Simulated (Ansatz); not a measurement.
# CH₃OSi−: one structure at several levels

A test off equilibrium: a structure displaced at random from a GFN2-xTB minimum is computed at several levels, and each is set against CCSD(T).

Computed with Ansatz 0.2.0, Gaussian basis. Level: single points in def2-TZVPPD.

Cores are frozen in the correlated methods. B3LYP uses VWN-RPA correlation.

### Step 1. Where the work starts

6 atoms, charge -1, spin multiplicity 1.

Atoms are counted from 1 here; the program's logs count them from 0.

Bond lengths: C1–O2 1.558 Å, C1–Si3 1.777 Å, C1–H4 1.197 Å, O2–Si3 1.514 Å, Si3–H6 1.324 Å. Angles: O2–C1–Si3 53.5°, O2–C1–H4 107.6°, Si3–C1–H4 111.7°, C1–O2–Si3 70.7°, C1–Si3–O2 55.8°, C1–Si3–H6 127.8°, O2–Si3–H6 115.6°.

As a file:

```
C    -1.08370   -0.61690    0.20720
O     0.40330   -1.08090    0.20550
Si    0.35030    0.43260    0.20750
H    -1.51450   -0.77710   -0.89850
H     1.29130    1.22460   -1.04150
H     0.92390    1.02330    1.24430
```

### Step 2. CCSD(T)/def2-TZVPPD

Contents of run/in.yaml:

```yaml
crystal:
  periodic: [false, false, false]
  atoms:
    - {symbol: C, position_ang: [-1.083700, -0.616900, 0.207200]}
    - {symbol: O, position_ang: [0.403300, -1.080900, 0.205500]}
    - {symbol: Si, position_ang: [0.350300, 0.432600, 0.207500]}
    - {symbol: H, position_ang: [-1.514500, -0.777100, -0.898500]}
    - {symbol: H, position_ang: [1.291300, 1.224600, -1.041500]}
    - {symbol: H, position_ang: [0.923900, 1.023300, 1.244300]}
basis:
  gaussian: {orbitals: "def2-TZVPPD.json"}
total_charge: -1
correlation: {method: ccsd_t}
output: {forces: true}
```

The basis file named in the input lies beside it (Basis Set Exchange, JSON).

The command line of these runs was not kept.

### Step 3. PBE0-D4/def2-TZVPPD

Edit run/in.yaml of step 2 so:

```diff
@@ -12,3 +12,3 @@
 total_charge: -1
-correlation: {method: ccsd_t}
-output: {forces: true}
+hamiltonian: {xc: pbe0, dispersion: d4}
+output: {forces: true, orbitals: {seedname: orbitals}}
```

### Step 4. wB97M-V/def2-TZVPPD

Edit run/in.yaml of step 3 so:

```diff
@@ -12,3 +12,3 @@
 total_charge: -1
-hamiltonian: {xc: pbe0, dispersion: d4}
-output: {forces: true, orbitals: {seedname: orbitals}}
+hamiltonian: {xc: {name: wB97M-V}}
+output: {forces: true}
```

### Step 5. r2SCAN-D4/def2-TZVPPD

Edit run/in.yaml of step 4 so:

```diff
@@ -12,3 +12,3 @@
 total_charge: -1
-hamiltonian: {xc: {name: wB97M-V}}
+hamiltonian: {xc: r2scan, dispersion: d4}
 output: {forces: true}
```

### Step 6. PBE-D4/def2-TZVPPD

Edit run/in.yaml of step 5 so:

```diff
@@ -12,3 +12,3 @@
 total_charge: -1
-hamiltonian: {xc: r2scan, dispersion: d4}
+hamiltonian: {xc: pbe, dispersion: d4}
 output: {forces: true}
```

### Step 7. B3LYP-D4/def2-TZVPPD

Edit run/in.yaml of step 6 so:

```diff
@@ -12,3 +12,3 @@
 total_charge: -1
-hamiltonian: {xc: pbe, dispersion: d4}
+hamiltonian: {xc: {name: B3LYP}, dispersion: d4}
 output: {forces: true}
```

### Step 8. wB97X-V/def2-TZVPPD

Edit run/in.yaml of step 7 so:

```diff
@@ -12,3 +12,3 @@
 total_charge: -1
-hamiltonian: {xc: {name: B3LYP}, dispersion: d4}
+hamiltonian: {xc: {name: wB97X-V}}
 output: {forces: true}
```

(Steps that only read results are left out.)

What does the calculation give? Wanted: RMS force component; RMS force error; HOMO and LUMO, PBE0-D4; T1 diagnostic.

**Answer**, as computed:

```
              quantity                                                                                            value
   RMS force component                                                             2.552 to 2.748 eV/Å over the methods
       RMS force error  PBE0-D4 0.288, wB97M-V 0.240, r2SCAN-D4 0.175, PBE-D4 0.204, B3LYP-D4 0.209, wB97X-V 0.256 eV/Å
HOMO and LUMO, PBE0-D4                                                                                 0.33 and 4.12 eV
         T1 diagnostic                                                                                            0.020
```

What this shows: On forces the order runs from r2SCAN-D4 to PBE0-D4. Frozen-core CCSD(T) forces in triple zeta carry basis errors of their own, and this is one geometry, so small gaps rank nothing.
